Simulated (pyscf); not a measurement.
Single points on ωB97X-D3(BJ)/def2-SVP structures (PySCF, gas phase).

### Question
Estimate by transition-state theory the rate constant of H₃Si–SiH₃ (SMILES [SiH3][SiH3]) + H₂O (SMILES O) -> HO–SiH₂–SiH₃ (SMILES O[SiH2][SiH3]) + H₂ (SMILES [H][H]) (singlet surface; H–Si, H–O broken, O–Si, H–H formed) at 900 K, with ωB97M-D3(BJ)/def2-TZVP energies (ideal gas, 1 atm, RRHO with modes under 100 cm⁻¹ raised to 100, one conformer, R ln 2 for chiral ones without a mode under 150 cm⁻¹; no tunnelling).

### Answer
The electronic barrier is 36.1 kcal/mol and the thermal terms add +27.5, so ΔG‡ = 63.6 kcal/mol. With k_BT/h = 1.88e+13 s⁻¹ and RT = 1.788 kcal/mol, and a volume of 1.23e-19 cm³ per molecule at 1 atm, k = 8.4e-22 cm³ molecule⁻¹ s⁻¹. Wigner's tunnelling factor for 1254i cm⁻¹ would be 1.17. A shift of 1 kcal/mol in the barrier changes k by a factor 1.7. HO–SiH₂–SiH₃ lies 27.0 kcal/mol over its isomer H₃Si–O–SiH₃ (electronic energy, ωB97M-D3(BJ)/def2-TZVP). One saddle was located; it need not be the lowest between these sides.
